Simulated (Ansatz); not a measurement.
## Energy profile

The step: CH₅AlO ([CH3][AlH][OH]) → AlHO ([OH][Al]) + CH₄; bonds formed: C2–H3; bonds broken: Al1–C2, Al1–H3 (atoms numbered as in the saddle structure below).

```xyz
8
angstrom
Al -1.1939 0.7574 0.1413
C 0.8326 0.0722 -0.3925
H -0.1018 1.5162 -0.6990
O -1.7410 -0.5831 1.0330
H 1.2080 -0.1140 0.6228
H 0.5516 -0.8627 -0.8964
H 1.6177 0.5591 -0.9719
H -1.1734 -1.3452 1.1626
```

Electronic energies by CCSD(T) at an estimated basis limit (MP2 extrapolated from triple and quadruple zeta, plus CCSD(T) − MP2 in triple zeta), on PBE0-D4/def2-TZVP structures; CH₅AlO, singlet; no counterpoise correction. Computed with Ansatz 0.2.0 (basis: def2-TZVPP and def2-QZVPP); correlated methods freeze the cores. Extrapolation: Hartree–Fock as exp(−7.88 √X), correlation as X^−2.97.

(1) Give the profile in kJ/mol, counted from the start structure. (An estimate is asked for; the value comes from the calculation.)

No T1 diagnostic of these runs exceeds 0.019. The restricted Hartree–Fock reference is unstable towards an unrestricted one at one or more of these structures. A large double-excitation amplitude points to some diradical character; no triplet was computed. The start structure is not quite a true minimum (one mode of 28i cm⁻¹).

## Answers

(1) The calculation gives:
```
                                                                                         point  kJ/mol
                                                                               start structure     0.0
                                                                                        saddle   344.0
                                                                                 end structure    50.0
separated: AlHO (linked as [OH][Al]; Al1, O4, H8; singlet) + CH₄ (C2, H3, H5, H6, H7; singlet)    52.6
```

For scale, one of the runs: CCSD(T)/def2-TZVPP, 174 basis functions, launched by `ansatz run in.yaml --threads 2 --pin off --events-out ev --progress --plain --max-ram 4352MiB`. Time: 26 s of wall clock on 2 CPU threads of an Arm Neoverse V1; the host was shared. Peak host memory: 1.5 GiB.
